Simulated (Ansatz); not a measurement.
**Spin–orbit splittings in Cu**

```
Cu
1.0
     0.00000    1.81488    1.81488
     1.81488    0.00000    1.81488
     1.81488    1.81488    0.00000
Cu
1
Direct
  0.00000 0.00000 0.00000
```

The conventional cell has a = 3.630 Å, b = 3.630 Å, c = 3.630 Å, α = 90.00°, β = 90.00°, γ = 90.00°. Cu (atom 1) has 12 Cu at 2.57 Å as nearest neighbours.

The structure comes from a relaxation in the same program, started in the fcc type, and has space group Fm-3m. Whether it is a known phase or the ground state wasn't checked.

Levels of theory: DFT, PBE, all-electron LAPW, scalar-relativistic (Ansatz 0.2.0); DFT, PBE, all-electron LAPW, Dirac equation with spin-orbit coupling (Ansatz 0.2.0).

Numerical set-up: a Γ-centred 20×20×20 k mesh, Fermi–Dirac smearing of 0.03 eV, basis error target 0.5 meV/atom, no spin polarisation.

Levels between -4 and 3 eV, each run counted from its own valence-band top where it has a gap, else its Fermi level. Scalar levels are listed once for both spins; with the coupling every spinor state is counted. Levels near the edges of the range can cross them.

Q: At Γ (0.000, 0.000, 0.000) the scalar-relativistic levels are -2.93 (×3), -2.12 (×2). What are they with spin–orbit coupling?

A: -3.02 (×4), -2.83 (×2), -2.10 (×4).

Q: At X (0.500, 0.000, 0.500) the scalar-relativistic levels are -1.57, -1.41 (×2), 1.48. What are they with spin–orbit coupling?

A: -1.60 (×2), -1.47 (×2), -1.32 (×2), 1.48 (×2).
